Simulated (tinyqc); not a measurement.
Inside a calculation (part 2 of 2). Method: UKS/LDA (VWN5) in the sto-6g basis, for LiH, spin multiplicity 3. Computed by tinyqc, a small Python program that keeps every step (integrals from PySCF). Command: `OMP_NUM_THREADS=1 python tinyqc.py 31074 31075 out.jsonl` (the two numbers bound the seeds that draw the settings). One thread of a shared host (Intel(R) Xeon(R) Processor @ 2.60GHz), about 1 s of CPU time with the checks.

Geometry (angstrom):
```
atom,x,y,z
Li,0.000000,0.000000,0.000000
H,0.000000,0.000000,2.904000
```

## Convergence

Stop when the energy changes by less than 1e-09 hartree and every element of the error matrix X^T (F D S - S D F) X (for each spin) is below 9e-06.

Course of the cycle:
```
iteration,E (hartree),change,largest element of the error matrix
1,-5.58537501,-,8.00e-01
2,-7.72381492,-2.14e+00,5.17e-02
3,-7.75895714,-3.51e-02,1.47e-02
4,-7.76033252,-1.38e-03,5.82e-03
5,-7.76066800,-3.35e-04,4.56e-04
6,-7.76066996,-1.96e-06,7.69e-06
7,-7.76066996,-4.90e-10,8.75e-07
```

PySCF UKS in the same basis, fine grid, after a stability check = -7.75157640 hartree

Converged in 7 iterations. The coarse grid moves the energy by -9.09e-03 hartree.

## Populations, bond orders and dipole

D(alpha) after iteration 7, lower triangle:
```
,1Li 1s,1Li 2s,1Li 2px,1Li 2py,1Li 2pz,2H 1s
1Li 1s,1.058275
1Li 2s,-0.248610,1.060339
1Li 2px,0.000000,0.000000,0.000000
1Li 2py,0.000000,0.000001,0.000000,0.000000
1Li 2pz,0.032619,-0.112158,0.000000,0.000000,0.049494
2H 1s,0.016035,-0.094504,0.000000,0.000000,0.192378,0.893723
```

D(beta) after iteration 7, lower triangle:
```
,1Li 1s,1Li 2s,1Li 2px,1Li 2py,1Li 2pz,2H 1s
1Li 1s,0.975056
1Li 2s,0.048045,0.002367
1Li 2px,0.000000,0.000000,0.000000
1Li 2py,0.000000,0.000000,0.000000,0.000000
1Li 2pz,0.002448,0.000121,0.000000,0.000000,0.000006
2H 1s,-0.004754,-0.000234,0.000000,0.000000,-0.000012,0.000023
```

overlap S, lower triangle:
```
,1Li 1s,1Li 2s,1Li 2px,1Li 2py,1Li 2pz,2H 1s
1Li 1s,1.000000
1Li 2s,0.235742,1.000000
1Li 2px,0.000000,0.000000,1.000000
1Li 2py,0.000000,0.000000,0.000000,1.000000
1Li 2pz,0.000000,0.000000,0.000000,0.000000,1.000000
2H 1s,0.003750,0.138052,0.000000,0.000000,0.211454,1.000000
```

Mulliken: Z minus the diagonal of D S on the atom; Loewdin: the same with S^(1/2) D S^(1/2); Mayer order: 2 sum_s sum (D(s) S)_ij (D(s) S)_ji over the two atoms.

Charges (e):
```
atom,Mulliken,Loewdin,Mulliken spin
1Li,-0.078614,-0.089165,1.078555
2H,0.078614,0.089165,0.921445
```

Mayer bond orders:
```
pair,order
2-1,0.144759
```

dipole moment about the origin, x y z (debye): -0.000001  -0.000004  1.835521

<S^2> of the determinant (pure state: 2) = 2.000000
